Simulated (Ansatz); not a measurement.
# H4MgOSi: a rigid scan of the bond length Si3–H6

Aim: the energy along the bond length Si3–H6, from CCSD(T) and from cheaper methods, relative to the minimum. No other atom is relaxed.

Method: single points in def2-TZVPP; program: Ansatz 0.2.0, Gaussian basis.

Levels: PBE-D4, r2SCAN-D4, PBE0-D4, B3LYP-D4, wB97M-V, Hartree-Fock, MP2, CCSD, CCSD(T). The scan takes 1.224, 1.287, 1.379, 1.487, 1.606, 1.735, 1.871, 2.015, 2.165 Å.

Correlated methods freeze the cores. The outer core shell of Li, Na, Mg and K is correlated. B3LYP uses VWN-RPA correlation.

18 further runs of the same task are left out: 18 set aside as unsound or not needed.

### 1 Where the work starts

SMILES `[MgH][O][SiH3]`, 7 atoms, charge 0, spin multiplicity 1.

Atoms are counted from 1 here; the program's logs count them from 0.

Bond lengths: Mg1–O2 1.939 Å, Mg1–Si3 2.876 Å, Mg1–H4 1.772 Å, O2–Si3 1.704 Å, Si3–H5 1.474 Å, Si3–H6 1.473 Å, Si3–H7 1.531 Å. Angles: O2–Mg1–Si3 35.1°, O2–Mg1–H4 177.2°, Si3–Mg1–H4 142.1°, Mg1–O2–Si3 104.1°, Mg1–Si3–O2 40.8°, Mg1–Si3–H5 88.2°, Mg1–Si3–H6 89.0°, Mg1–Si3–H7 149.8°, O2–Si3–H5 110.4°, O2–Si3–H6 111.0°, O2–Si3–H7 109.0°, H5–Si3–H6 110.5°, H5–Si3–H7 107.8°, H6–Si3–H7 108.0°.

As a file:

```
Mg   -1.6479   -0.7339   -0.4128
O     0.0700   -1.2281    0.3391
Si    0.9760    0.2142    0.2858
H    -3.1898   -0.2012   -1.1059
H     1.1291    0.6730   -1.1071
H     0.3490    1.2635    1.1081
H     2.3749   -0.0555    0.8472
```

### 2 A first relaxation in a small basis

Contents of pre/in.yaml:

```yaml
crystal:
  periodic: [false, false, false]
  atoms:
    - {symbol: Mg, position_ang: [-1.647900, -0.733900, -0.412800]}
    - {symbol: O, position_ang: [0.070000, -1.228100, 0.339100]}
    - {symbol: Si, position_ang: [0.976000, 0.214200, 0.285800]}
    - {symbol: H, position_ang: [-3.189800, -0.201200, -1.105900]}
    - {symbol: H, position_ang: [1.129100, 0.673000, -1.107100]}
    - {symbol: H, position_ang: [0.349000, 1.263500, 1.108100]}
    - {symbol: H, position_ang: [2.374900, -0.055500, 0.847200]}
basis:
  gaussian: {orbitals: def2-SVP}
hamiltonian: {xc: pbe, dispersion: d4}
relax: {f_tol: 0.03, max_steps: 250}
```

No record of the launch command was kept for these runs.

Further steps of the session: Relaxation at PBE0-D4; Reference energies at the minimum; Si3–H6 = 1.224 Å; Si3–H6 = 1.287 Å; Si3–H6 = 1.379 Å; Si3–H6 = 1.487 Å; Si3–H6 = 1.606 Å; Si3–H6 = 1.735 Å; Si3–H6 = 1.871 Å; Si3–H6 = 2.015 Å; Si3–H6 = 2.165 Å.

**Question.** What will these runs give? Wanted: highest point, CCSD(T); lowest point, CCSD(T); minimum along the scan, CCSD(T); RMS deviation from CCSD(T); largest T1 diagnostic.

**Answer**, as computed:

```
                       quantity                                                                                                                      value
         highest point, CCSD(T)                                                                                                        1.677 eV at 2.165 Å
          lowest point, CCSD(T)                                                                                                        0.000 eV at 1.487 Å
minimum along the scan, CCSD(T)                                                                                                                    1.486 Å
                curvature there                                                                                                                 17.4 eV/Å²
     RMS deviation from CCSD(T)  PBE-D4 0.104, r2SCAN-D4 0.029, PBE0-D4 0.030, B3LYP-D4 0.038, wB97M-V 0.026, Hartree-Fock 0.086, MP2 0.058, CCSD 0.015 eV
          largest T1 diagnostic                                                                                                                      0.013
```

A polynomial through the near points puts the CCSD(T) minimum 0.007 Å below the PBE0-D4 value. The well is lopsided: squeezing costs more than stretching by the same length. Curvature against CCSD(T): PBE-D4 -9 %, Hartree-Fock +6 %. The curve of CCSD lies nearest to CCSD(T), that of PBE-D4 farthest.
